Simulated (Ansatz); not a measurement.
C3H2F2S, SMILES `FC1=CC(F)S1`, relaxed with RKS PBE0-D4/def2-TZVP in Ansatz 0.2.0 from a PBE-D4/def2-SVP geometry. The force threshold is 0.005 eV/Å; the program also tests the step.

The species carries charge 0 and has multiplicity 1.

Start:

```xyz
8

F     2.269    0.999    0.155
C     1.047    0.509    0.208
C     0.167    0.148   -0.752
C    -0.850   -0.439    0.185
F    -2.098    0.098    0.156
S     0.199    0.063    1.709
H     0.194    0.170   -1.847
H    -0.929   -1.548    0.186
```

By how much does the energy fall, and how many steps does the optimiser take? (An estimate is asked.)

Computed: 5.52 kJ/mol, in 6 steps.

Which bonds change most? (An estimate is asked.)

Ansatz gave: C4–S6 from 1.917 to 1.868 Å; C2–S6 from 1.781 to 1.758 Å; C2–C3 from 1.351 to 1.330 Å; C4–H8 from 1.112 to 1.092 Å.

Give the relaxed structure. (Estimate.)

Ansatz gave: 
```xyz
8

F     2.243    1.006    0.152
C     1.037    0.506    0.203
C     0.175    0.139   -0.741
C    -0.834   -0.444    0.194
F    -2.073    0.108    0.164
S     0.190    0.055    1.675
H     0.196    0.161   -1.820
H    -0.935   -1.531    0.173
```
